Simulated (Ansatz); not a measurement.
`OC=C=C1CO1`, charge 0, multiplicity 1.

Problem. Give a relaxed structure at PBE0-D4/def2-TZVP (Ansatz 0.2.0). (Best estimate.)

Solution. Computed: 
Cartesian coordinates in Å:
```
O 0.931 -2.533 0.796
C 0.316 -1.824 -0.180
C -0.071 -0.577 -0.109
C -0.434 0.657 -0.102
C -0.293 2.073 -0.288
O -1.503 1.432 0.215
H 1.033 -1.964 1.568
H 0.168 -2.432 -1.068
H 0.241 2.668 0.448
H -0.389 2.501 -1.281
```
This is one stationary point; other conformers may exist.
